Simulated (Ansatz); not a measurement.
Correlation energies of H7NSi2 (`[SiH3]N[SiH3]`) by basis set

```csv
atom,x (Å),y (Å),z (Å)
Si1,0.3898,-1.2246,-0.8863
N2,-0.5811,0.0502,-0.2459
Si3,-0.1891,1.2025,0.9773
H4,1.5914,-1.3424,-0.0241
H5,0.8232,-0.9647,-2.2877
H6,-0.3579,-2.5116,-0.8899
H7,-1.4826,0.1735,-0.6866
H8,1.0879,0.7726,1.5983
H9,-1.2581,1.2649,2.0112
H10,-0.0235,2.5796,0.4336
```

Charge 0, multiplicity 1. Geometry: relaxed with PBE0-D4/def2-TZVP. Frozen core, restricted reference, the Gaussian-basis code of Ansatz. CBS rows extrapolate triple and quadruple zeta.

| basis | HF (Eh) | MP2 corr. |
| --- | --- | --- |
| def2-SVP | -636.20342 | -0.37604 |
| def2-TZVPP | -636.48308 | -0.47172 |
| def2-QZVPP | -636.50486 | -0.50575 |
| cc-pV(D+d)Z | -636.43999 | -0.37933 |
| cc-pV(T+d)Z | -636.49126 | -0.47168 |
| cc-pV(Q+d)Z | -636.50356 | -0.50553 |

(1) Estimate the CCSD correlation energy and the (T) correction in each basis where they were run (hartree).

## Answers

(1) 
```tsv
basis	CCSD corr.	(T)
def2-SVP	-0.42844	-0.01004
def2-TZVPP	-0.52080	-0.01726
def2-QZVPP	-0.54862	-0.01943
CBS(def2)	-0.56923	-0.02104
cc-pV(D+d)Z	-0.43307	-0.01021
cc-pV(T+d)Z	-0.52049	-0.01728
cc-pV(Q+d)Z	-0.54850	-0.01939
CBS(cc)	-0.56845	-0.02089
```
